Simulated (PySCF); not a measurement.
Compound: [S2]- (charge -1 and doublet state).
Cartesian coordinates in Å at the PBE0-D3(BJ)/def2-SVP level; atoms count from 1:
```xyz
2
S2 angstrom
S      0.695   -0.591   -0.434
S     -0.695    0.591    0.434
```

Theory: PySCF 2.14.0, PBE0-D3(BJ)/def2-SVP geometry optimisation, gas phase.

Take the most abundant isotopes and a rigid rotor. 

(1) What are the moment of inertia and the rotational constant?

Answers

(1) I = 65.258 u·Å², B = 505379 MHz·u·Å²/I = 7744 MHz (0.2583 cm⁻¹, or 0.372 K as hB/k). For two atoms I = μr² with μ = 15.9860 u and r = 2.0204 Å.

If the electronic state has orbital angular momentum about the axis (Π, Δ; not determined here), the simple ladder of levels BJ(J+1) doesn't apply.

Stationary, but not proved a minimum. ⟨S²⟩ = 0.752 (exact for a doublet: 0.75). Whether the extra electron is bound in the gas phase wasn't checked; a finite basis holds it in any case. The geometry's basis has no diffuse functions, a weakness for an anion. No vibrational averaging or centrifugal distortion is included, and the geometry carries the error of its method.

The run took 2.2 s of wall time on x86-64 server, one thread (shared host). This is the geometry optimisation.
